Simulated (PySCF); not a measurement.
PySCF input (M06-2X/6-311+G**):

```python
from pyscf import gto, dft

mol = gto.M(
    atom='''
    C    -0.52121597    0.09785177    0.02418323
    O     0.77519218   -0.14553262   -0.03596714
    H    -1.01292923    0.00621803    1.05553155
    H    -0.86240922    1.14299440   -0.30004212
    H    -1.19890323   -0.57206207   -0.61285166
    ''',
    basis='6-311+g**',
    charge=-1,
    spin=0,
    verbose=4,
)

mf = dft.RKS(mol, xc='m062x')
mf.grids.level = 4
mf.conv_tol = 1e-9
mf.max_cycle = 100
mf.max_memory = 1500
mf.kernel()
if not mf.converged:
    mf = mf.newton()
    mf.kernel(mf.make_rdm1())
mf.dip_moment()
```

Problem. What final total energy does it give?

Solution. -115.08049 Eh.
